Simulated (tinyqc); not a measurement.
Inside a calculation. Method: CCSD on RHF in the sto-6g basis, frozen core, for H2O, spin multiplicity 1. One step of it, computed by the program tinyqc.

Task: Orthogonalisation. S = U s U^T; canonical form X = U s^(-1/2), so that X^T S X = 1. Each column of U has its largest component positive (the first on a tie).

overlap S:
```
           1O 1s     1O 2s    1O 2px     1O 2py    1O 2pz     2H 1s      3H 1s
1O 1s   1.000000  0.231145  0.000000   0.000000  0.000000  0.038134   0.038134
1O 2s   0.231145  1.000000  0.000000   0.000000  0.000000  0.377049   0.377049
1O 2px  0.000000  0.000000  1.000000   0.000000  0.000000  0.000000   0.000000
1O 2py  0.000000  0.000000  0.000000   1.000000  0.000000  0.275942  -0.275942
1O 2pz  0.000000  0.000000  0.000000   0.000000  1.000000  0.185644   0.185644
2H 1s   0.038134  0.377049  0.000000   0.275942  0.185644  1.000000   0.150080
3H 1s   0.038134  0.377049  0.000000  -0.275942  0.185644  0.150080   1.000000
```

Give: eigenvalues of S; X.

Result:

eigenvalues of S: 0.448  0.528  0.895  1.000  1.088  1.322  1.720

X:
```
             1       2       3      4       5       6      7
1O 1s   -0.343   0.000   0.734  0.000  -0.609   0.000  0.189
1O 2s    1.035   0.000  -0.272  0.000  -0.283   0.000  0.462
1O 2px   0.000   0.000   0.000  1.000   0.000   0.000  0.000
1O 2py   0.000   0.877   0.000  0.000   0.000   0.670  0.000
1O 2pz   0.439   0.000   0.660  0.000   0.648   0.000  0.198
2H 1s   -0.653  -0.751  -0.187  0.000   0.154   0.392  0.383
3H 1s   -0.653   0.751  -0.187  0.000   0.154  -0.392  0.383
```
